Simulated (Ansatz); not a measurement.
**SiHCl: small, medium and large basis sets**

Aim: see how fast density functionals and correlated methods converge with the basis set for SiHCl.

Program: Ansatz 0.2.0, Gaussian basis. Level of theory: one geometry, several basis sets. These are calculated values, not measurements.

Levels to be run: PBE0-D4/def2-SVP; ωB97M-V/def2-SVP; PBE0-D4/def2-QZVPP; ωB97M-V/def2-QZVPP; CCSD(T)/cc-pV(D+d)Z; CCSD(T)/cc-pV(T+d)Z; CCSD(T)/cc-pV(Q+d)Z; the functionals' def2-TZVPP values are taken from earlier runs.

## Step 1: The relaxed structure

All runs share one geometry, relaxed beforehand with PBE0-D4 in a triple-zeta def2 set.

SMILES `[SiH]Cl`, 3 atoms, charge 0, spin multiplicity 1.

Atoms are counted from 1 here; the program's logs count them from 0.

Bond lengths: Si1–Cl2 2.077 Å, Si1–H3 1.529 Å. Angles: Cl2–Si1–H3 94.7°.

## Step 2: PBE0-D4 in def2-SVP

File in.yaml:

```yaml
crystal:
  periodic: [false, false, false]
  atoms:
    - {symbol: Si, position_ang: [-0.545882, 0.550550, -0.249467]}
    - {symbol: Cl, position_ang: [1.270126, 0.330783, 0.734855]}
    - {symbol: H, position_ang: [-0.735245, -0.946133, -0.498688]}
basis:
  gaussian: {orbitals: def2-SVP}
hamiltonian: {xc: pbe0, dispersion: d4}
output: {orbitals: {seedname: orbitals}}
```

Launch:

```sh
> ansatz run in.yaml --threads 2 --pin off --events-out ev --progress --plain --max-ram 32768MiB --backend cpu
```

After this run come: ωB97M-V in def2-SVP; PBE0-D4 in def2-QZVPP; ωB97M-V in def2-QZVPP; CCSD(T) in cc-pV(D+d)Z; CCSD(T) in cc-pV(T+d)Z; CCSD(T) in cc-pV(Q+d)Z.

Before running them: what should the planned runs give, taken together? Wanted: MP2 correlation recovered, cc-pV(D+d)Z; MP2 correlation recovered, cc-pV(T+d)Z; MP2 correlation recovered, cc-pV(Q+d)Z; CCSD(T) limit from def2 sets; PBE0-D4: double and triple zeta above quadruple; ωB97M-V: double and triple zeta above quadruple.

**Answer**, as computed:

```
                                                                 quantity          value
                                   MP2 correlation recovered, cc-pV(D+d)Z         65.0 %
                                   MP2 correlation recovered, cc-pV(T+d)Z         86.1 %
                                   MP2 correlation recovered, cc-pV(Q+d)Z         94.2 %
CCSD(T) limit from def2 sets (earlier runs) less the limit of this series        -97 meV
                          PBE0-D4: double and triple zeta above quadruple  7.77, 0.63 eV
                          ωB97M-V: double and triple zeta above quadruple  7.71, 0.60 eV
```

What this shows: For PBE0-D4 the step from double to triple zeta gains 7.14 eV and the next only 0.63 eV. Correlation climbs from 65 % (cc-pV(D+d)Z) to 94 % (cc-pV(Q+d)Z) of the limit; Hartree-Fock is 0.052 eV from its own by then. A limit from the def2 sets, made apart, differs by 97 meV, a least measure of the doubt on such a limit. These are total energies; as a rule much of such shifts cancels in differences, which this series doesn't test.
